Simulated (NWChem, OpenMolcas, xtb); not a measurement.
## BOF (SMILES O=BF): methods side by side

BOF has 3 atoms, charge 0, and is taken as a singlet. As SMILES, `O=BF`. The shape is that of a PBE0-D4/def2-TZVP optimisation.

```xyz
3

O     0.9831   -0.5651    0.4799
B     0.0203   -0.0116    0.0099
F    -1.0034    0.5768   -0.4898
```

Quantity: the dipole moment, in D. The values are calculated.

```tsv
level	kind	program	value (D)
GFN0-xTB	semi-empirical	xtb	2.23
HF/cc-pVTZ	Hartree–Fock	NWChem	2.39
SVWN5/cc-pVTZ	LDA	NWChem	2.02
BLYP/cc-pVTZ	GGA	OpenMolcas	2.03
r2SCAN/cc-pVTZ	meta-GGA	OpenMolcas	2.11
B3LYP/cc-pVTZ	global hybrid	NWChem	2.10
CAM-B3LYP/cc-pVTZ	range-separated hybrid	NWChem	2.14
wB97X/cc-pVTZ	range-separated hybrid	NWChem	2.17
```

The values span 2.02 to 2.39 D. Magnitudes only.
